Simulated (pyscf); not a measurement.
Optimised with ωB97X-D3(BJ)/def2-SVP in PySCF. Correlated levels are frozen-core, on RHF or UHF. ΔMP2 is the change of the MP2 total energy from the triple- to the quadruple-zeta basis.

SMILES: C=[Si](C)C
```xyz
12

C      0.1033    -1.7182    -0.6157
Si    -0.2747    -0.0893    -0.9261
C      0.6966     0.9810    -2.1164
C     -1.7018     0.8064    -0.1095
H      0.9414    -2.2271    -1.1022
H     -0.4751    -2.3297     0.0842
H      1.1327     1.8507    -1.5981
H      0.0475     1.3670    -2.9193
H      1.5134     0.4046    -2.5758
H     -2.2356     0.1347     0.5792
H     -2.4181     1.1750    -0.8619
H     -1.3449     1.6791     0.4614
```
Charge 0, spin multiplicity 1.

### Question
What is the homolytic dissociation enthalpy (298 K, CCSD(T)/def2-TZVPP + ΔMP2(QZVPP)) of the C–Si bond of H₂C=Si(CH₃)–CH₃, to [H₂C=Si–CH₃]• + CH₃•?

### Answer
C–Si to [H₂C=Si–CH₃]• + CH₃•: 89.0 kcal/mol. The radicals are drawn with the spin at the cut bond; how far it spreads was not checked. H₂C=Si(CH₃)–CH₃ lies 7.1 kcal/mol over its isomer H₂C=CH–SiH₂–CH₃, and others may lie lower still (electronic energy, ωB97M-D3(BJ)). [H₂C=Si–CH₃]• lies 8.8 kcal/mol over its isomer H₂C=CH–SiH₂•, and others may lie lower still (electronic energy, ωB97M-D3(BJ)). The CCSD(T) − MP2 part came from Ansatz, without density fitting, on the same reference. An open-shell T1 diagnostic exceeds 0.045. A UHF reference is spin-contaminated (<S²> up to 1.10), which harms MP2 most.
